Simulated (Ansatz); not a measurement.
# AlB (singlet): wave-function methods side by side, cc-pVDZ

One table from this session's results is given with a row withheld; the runs are named, their logs left out.

Program: Ansatz 0.2.0, Gaussian basis. Level of theory: cc-pVDZ, core rule «outside noble gas», up to 6 orbitals frozen. These are calculated values, not measurements.

Plan: UHF; CCSD(T) on RHF; CCSD(T) on UHF; BCCD(T) on RHF; CISD; CCSDT(Q) on RHF; CCSDT(Q) on UHF; CISDTQ; CCSDTQ on RHF; CASSCF and MRCISD+Q, 6 electrons in 8 orbitals; CASSCF and NEVPT2, 6 electrons in 8 orbitals; Full CI.

17 further runs of the same task are left out: 2 for a known fault of the program, 5 that didn't finish, 10 set aside as unsound or not needed.

## The system

The geometry is a PBE0/def2-TZVP stationary point (not a proven minimum) of the parent state, kept for this charge and spin.

2 atoms, charge 0, spin multiplicity 1.

Atoms are counted from 1 here; the program's logs count them from 0.

Bond lengths: B1–Al2 2.023 Å.

Coordinates:

```
B     0.0000    0.0000    0.0000
Al    0.0000    0.0000    2.0234
```

The first run:

File in.yaml:

```yaml
crystal:
  periodic: [false, false, false]
  atoms:
    - {symbol: B, position_ang: [0.000000, 0.000000, 0.000000]}
    - {symbol: Al, position_ang: [0.000000, 0.000000, 2.023407]}
basis:
  gaussian: {orbitals: cc-pVDZ}
magnetization: {spin_polarized: true, initial_magnetization: 0}
hamiltonian: {xc: hf}
output: {orbitals: {seedname: orbitals}}
```

Command:

```
> ansatz run in.yaml --threads 1 --pin off --events-out ev --progress --plain --max-ram 2393MiB
```

Among the steps run: UHF; CCSD(T) on RHF; CCSD(T) on UHF; BCCD(T) on RHF; CISD; CCSDT(Q) on RHF; CCSDT(Q) on UHF; CISDTQ; CCSDTQ on RHF; CASSCF and MRCISD+Q, 6 electrons in 8 orbitals; CASSCF and NEVPT2, 6 electrons in 8 orbitals; Full CI.

One of the session's tables, all rows but one given; the rest of the session is left out.

It belongs to the step «Misses and costs». 

```
          method  from FCI (kJ/mol)
            RMP2             +149.7
            CISD             +102.9
           RCCSD              +46.6
        RCCSD(T)              +18.8
         BCCD(T)                  ?
          RCCSDT              +11.6
          CISDTQ               +7.9
       RCCSDT(Q)               +3.9
         RCCSDTQ               +0.5
  CASSCF valence             +174.2
  NEVPT2 valence              +42.4
  MRCISD valence               +7.5
MRCISD+Q valence               -1.6
             FCI                  0
```

**Question.** Estimate the row for BCCD(T).

**Answer.** from FCI (kJ/mol): +19.3. In the column «from FCI (kJ/mol)» it lies between RCCSD(T) (+18.8) and NEVPT2 valence (+42.4).

Left out of the table: RHF, UHF, UMP2, UCCSD, UCCSD(T), UCCSDT, UCCSDT(Q) (another determinant or state than the rows shown).

Limits of these values: The report flags that the cluster equations may have other roots. The program flags RCCSDTQ as in doubt, so those rows may rest on another solution; read them beside their warnings. MRCISD+Q valence falls below full CI: the +Q correction isn't variational, and the cores differ from full CI's.
